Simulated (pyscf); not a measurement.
6 gas-phase steps of one pattern: substitution at C on the doublet surface, Al–C or C–Ga or C–In broken and C–C formed. Optimised with ωB97X-D3(BJ)/def2-SVP in PySCF. Electronic energies in eV, from the separated reactants; ΔE‡ at ωB97M-D3(BJ)/def2-TZVP, beside the barrier at PBE/def2-TZVP on the same structures. Rows were drawn at random from the steps of this pattern with a verified saddle, stable references and no exit in the data more than 5 kcal/mol lower.

```json
[
 {"row": "1", "step": "H₃C–In(CH₃)–CH₃ + CH₃• -> H₃C–CH₃ + [H₃C–In–CH₃]•", "ΔE‡(PBE)": "0.61", "ΔE‡": "1.06"},
 {"row": "2", "step": "H₃C–Ga(CH₃)–OH + CH₃• → H₃C–CH₃ + [H₃C–Ga–OH]•", "ΔE‡(PBE)": "0.89", "ΔE‡": "?"},
 {"row": "3", "step": "H₃C–Ga(CH₃)–Cl + CH₃• → H₃C–CH₃ + [H₃C–Ga–Cl]•", "ΔE‡(PBE)": "0.83", "ΔE‡": "1.30"},
 {"row": "4", "step": "H₃C–Ga(OH)–OH + CH₃• → H₃C–CH₃ + [HO–Ga–OH]•", "ΔE‡(PBE)": "0.85", "ΔE‡": "1.30"},
 {"row": "5", "step": "H₃C–Al(CH₃)–CH₃ + CH₃• → H₃C–CH₃ + [H₃C–Al–CH₃]•", "ΔE‡(PBE)": "0.97", "ΔE‡": "1.53"},
 {"row": "6", "step": "H₃C–Al(OH)–OH + CH₃• -> H₃C–CH₃ + [HO–Al–OH]•", "ΔE‡(PBE)": "1.02", "ΔE‡": "1.56"}
]
```

**Question.** Fit ΔE‡ = a + b·ΔE‡(PBE) to the other rows and predict row 2.

**Answer.** Over the 5 complete rows the means are +0.86 (ΔE‡(PBE)) and 1.35 (ΔE‡); least squares gives b = 1.26 and a = 0.27 eV, with residuals of 0.03 eV (root mean square; largest 0.04, row 4). For row 2: 0.27 + 1.26 × (+0.89) = 1.39 eV. The computed barrier is 1.37 eV, 0.02 under the line. The line follows the complete rows closely. Each barrier is that of the saddle found. Elements up to Kr have no core potential and no relativistic terms here. Elements past Kr carry the def2 core potentials, without spin-orbit coupling.
